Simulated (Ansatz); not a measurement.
Geometry optimisation, RKS revPBE-D4/def2-SVP (Ansatz).

Input file:

```yaml
crystal:
  periodic: [false, false, false]
  atoms:
    - { symbol: Al, position_ang: [0.0, 0.0, 0.0] }
    - { symbol: "N", position_ang: [0.0, 0.0, 2.27] }
    - { symbol: H, position_ang: [-0.877, -0.2713, 2.8] }
    - { symbol: H, position_ang: [0.877, 0.2713, 2.8] }
    - { symbol: H, position_ang: [1.351, 0.0, -0.78] }
    - { symbol: H, position_ang: [-1.351, 0.0, -0.78] }
    - { symbol: H, position_ang: [-0.2326, 1.7497, 0.5865] }
    - { symbol: H, position_ang: [-0.1826, 1.3735, 1.5699] }
basis:
  gaussian: { orbitals: def2-SVP }
hamiltonian:
  xc: revpbe
  dispersion: d4
relax:
  f_tol: 0.15
  max_steps: 25
  restrain:
    - { distance: [0, 6], at: 1.56, k: 30.0 }
    - { distance: [7, 1], at: 1.06, k: 30.0 }
    - { distance: [0, 1], at: 3.12, k: 30.0 }
    - { distance: [7, 6], at: 1.86, k: 30.0 }
output:
  orbitals: {}
```

Run as:

```bash
$ ansatz run input.yaml --threads 1 --pin off --max-ram 2048MiB --backend cpu --events-out ev --progress --plain --runs-dir out
```

Task: Where does it end, and by what steps?

Result: The run converged. The restraints hold the end off the free minimum. After 7 steps the energy has fallen by 1.109 eV (the restraints' own energy left out); Al1 moved furthest, 0.72 Å. Joined: N2–H8 (1.55 → 1.05 Å).

| step | energy less start (eV) | largest force component (eV/Å) | accepted |
| --- | --- | --- | --- |
| 0 | 0.0000 | 2.341 | yes |
| 1 | 0.0916 | 4.050 | yes |
| 2 | -0.3653 | 4.281 | yes |
| 3 | -0.6858 | 1.944 | yes |
| 4 | -1.0699 | 1.722 | yes |
| 5 | -1.0639 | 0.921 | yes |
| 6 | -1.1076 | 0.820 | yes |
| 7 | -1.1095 | 0.815 | yes |

```xyz
8
Properties=species:S:1:pos:R:3
Al -0.059 0.440 -0.570
N -0.017 0.120 2.512
H -0.841 -0.047 3.102
H 0.803 0.146 3.130
H 1.387 -0.034 -1.072
H -1.387 -0.298 -1.078
H -0.181 1.721 0.342
H -0.121 1.077 2.100
```

Time of the run: 12 s on 1 thread of Arm Neoverse V1 (shared host), peak memory 0.11 GiB.
